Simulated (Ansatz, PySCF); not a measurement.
Energy from the minimum to the longest scanned distance (2.9 to 4 times the starting length) of diatomic hydrides, at UKS-B3LYP/6-31G* and at FCI.

Values in kJ/mol, from Ansatz (a first-principles code) and PySCF. Where two bases are given, the first is that of UKS-B3LYP/6-31G*. Full CI is exact in its basis, with frozen cores. Scans on which UKS-B3LYP/6-31G* failed, held another spin at the minimum or broke off are missing, so the means are lower bounds.

```json
[
 {"system": "HBe doublet", "basis": "6-31G* / def2-SVP", "UKS-B3LYP/6-31G*": "242", "FCI": "184", "UKS-B3LYP/6-31G* − FCI": "59"},
 {"system": "CH cation singlet", "basis": "6-31G* / cc-pVTZ", "UKS-B3LYP/6-31G*": "346", "FCI": "403", "UKS-B3LYP/6-31G* − FCI": "-57"},
 {"system": "HMg doublet", "basis": "6-31G* / cc-pVTZ", "UKS-B3LYP/6-31G*": "138", "FCI": "133", "UKS-B3LYP/6-31G* − FCI": "5"},
 {"system": "HBe cation singlet", "basis": "6-31G* / cc-pVTZ", "UKS-B3LYP/6-31G*": "298", "FCI": "300", "UKS-B3LYP/6-31G* − FCI": "-2"},
 {"system": "HBe cation singlet", "basis": "6-31G* / aug-cc-pVQZ", "UKS-B3LYP/6-31G*": "296", "FCI": "305", "UKS-B3LYP/6-31G* − FCI": "-9"},
 {"system": "HAl singlet", "basis": "6-31G* / aug-cc-pVTZ", "UKS-B3LYP/6-31G*": "301", "FCI": "303", "UKS-B3LYP/6-31G* − FCI": "-2"},
 {"system": "HMg doublet", "basis": "6-31G* / aug-cc-pVDZ", "UKS-B3LYP/6-31G*": "138", "FCI": "125", "UKS-B3LYP/6-31G* − FCI": "13"},
 {"system": "HAl singlet", "basis": "6-31G* / aug-cc-pVQZ", "UKS-B3LYP/6-31G*": "301", "FCI": "306", "UKS-B3LYP/6-31G* − FCI": "-5"},
 {"system": "HBr singlet", "basis": "6-31G* / def2-SVP", "UKS-B3LYP/6-31G*": "373", "FCI": "365", "UKS-B3LYP/6-31G* − FCI": "8"},
 {"system": "HLi singlet", "basis": "6-31G* / cc-pVQZ", "UKS-B3LYP/6-31G*": "238", "FCI": "240", "UKS-B3LYP/6-31G* − FCI": "-2"},
 {"system": "HBe cation singlet", "basis": "6-31G* / cc-pVDZ", "UKS-B3LYP/6-31G*": "296", "FCI": "287", "UKS-B3LYP/6-31G* − FCI": "9"},
 {"system": "HN triplet", "basis": "6-31G* / cc-pVTZ", "UKS-B3LYP/6-31G*": "353", "FCI": "332", "UKS-B3LYP/6-31G* − FCI": "21"},
 {"system": "HAs triplet", "basis": "6-31G* / cc-pVTZ", "UKS-B3LYP/6-31G*": "288", "FCI": "269", "UKS-B3LYP/6-31G* − FCI": "20"}
]
```

The mean difference from FCI is 4 kJ/mol (median 5) and the mean absolute one 16 kJ/mol (median 9); UKS-B3LYP/6-31G* lies above in 7 and below in 6 of 13 cases. It is closest for HLi singlet (-2), HAl singlet (-2), HBe cation singlet (-2) and furthest off for HBe doublet (59), CH cation singlet (-57), HN triplet (21).
